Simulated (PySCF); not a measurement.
# Relative stability

The two ends of one reaction step of CH₅ClSi, closed shell (PBE0-D4/def2-TZVP).

A:

```xyz
8
angstrom
Si -1.0028 1.7507 0.0641
C 0.4974 -0.9401 -0.5030
H 0.1143 -0.0875 -1.0815
H -1.7704 0.6867 0.8458
Cl 0.2872 2.2366 1.6289
H 1.4935 -1.1667 -0.8812
H -0.1686 -1.7886 -0.6499
H 0.5578 -0.6995 0.5575
```

B:

```
8
angstrom
Si -0.4906 0.6861 -0.1507
C 0.4638 -0.8906 0.0760
H -0.5841 1.0655 -1.5814
H -1.8540 0.5837 0.4243
Cl 0.4707 2.2256 0.8275
H 1.4722 -0.7956 -0.3317
H -0.0424 -1.7108 -0.4412
H 0.5412 -1.1466 1.1347
```

PySCF 2.14 with density fitting (its default auxiliary sets; JK sets also for MP2 and CCSD(T)); basis: def2-TZVPP; cores frozen in the correlated methods. B3LYP uses VWN-RPA correlation.

**Question.** Which structure is lower at CCSD(T), and by how much? (Judge from chemistry; the value comes from the calculation.)

**Answer.** By the calculation: B, by 186.6 kJ/mol (electronic energy, against the other). By their contacts, A is a complex of SiHCl ([SiH][Cl]) + CH₄ and B is CH₅ClSi ([CH3][SiH2][Cl]).

All methods give the same order:

```csv
method,E(B) − E(A) (kJ/mol)
SPW92,-194.0
PBE-D4,-177.2
r2SCAN-D4,-200.8
PBE0-D4,-193.5
B3LYP-D4,-177.1
BHLYP-D4,-193.2
wB97M-V,-182.9
HF,-196.7
MP2,-202.5
CCSD,-187.9
CCSD(T),-186.6
```

The T1 diagnostic stays at or below 0.012. The restricted Hartree–Fock reference is unstable towards an unrestricted one at one or more of these structures.

Labels in which every atom is bracketed show which atoms are joined, not bond orders.

For scale, one of the runs: CCSD(T)/def2-TZVPP, 185 basis functions, launched by `OMP_NUM_THREADS=4 python run.py`. The run took 3.5 min on 4 CPU threads of an Arm Neoverse V1 (shared host), with 1.7 GiB of host memory at its peak.
